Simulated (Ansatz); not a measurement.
C4H8O (`OCC1CC1`). Charge 0, multiplicity 1. All single points use the PBE0-D4/def2-TZVP geometry. It is one conformer, not always the lowest.

```xyz
13

O    -0.819   -1.784    1.208
C    -0.697   -1.133   -0.039
C     0.498   -0.232   -0.110
C     0.482    0.945   -1.031
C     0.392    1.158    0.449
H    -0.753   -1.111    1.893
H    -0.625   -1.929   -0.784
H    -1.602   -0.549   -0.270
H     1.450   -0.734    0.025
H     1.402    1.214   -1.534
H    -0.414    1.112   -1.618
H    -0.566    1.470    0.850
H     1.250    1.575    0.961
```

(1) What is the dipole moment at B3LYP/def2-TZVPP? (Estimate.)

(2) And with PBE, r2SCAN, ωB97M-V? (Estimate.)

(3) Give the Mulliken charges with B3LYP, r2SCAN, ωB97M-V in def2-TZVPP. (An estimate is asked.)

Answers

(1) The calculation gave: 1.75 D, with components (0.46, 1.66, -0.29) D in this frame, pointing from negative to positive charge.

(2) Ansatz gave: PBE 1.65 D, r2SCAN 1.71 D, ωB97M-V 1.75 D.

(3) Ansatz gave: 
```tsv
atom	B3LYP	r2SCAN	ωB97M-V
O1	-0.35	-0.37	-0.33
C2	0.07	0.17	0.03
C3	-0.06	-0.01	-0.12
C4	-0.18	-0.13	-0.19
C5	-0.19	-0.13	-0.20
H6	0.18	0.19	0.17
H7	0.07	0.03	0.09
H8	0.05	0.01	0.06
H9	0.08	0.04	0.09
H10	0.08	0.05	0.10
H11	0.08	0.05	0.09
H12	0.08	0.05	0.10
H13	0.09	0.05	0.10
```

B3LYP here is the variant with VWN-RPA as its local correlation; programs differ in this.
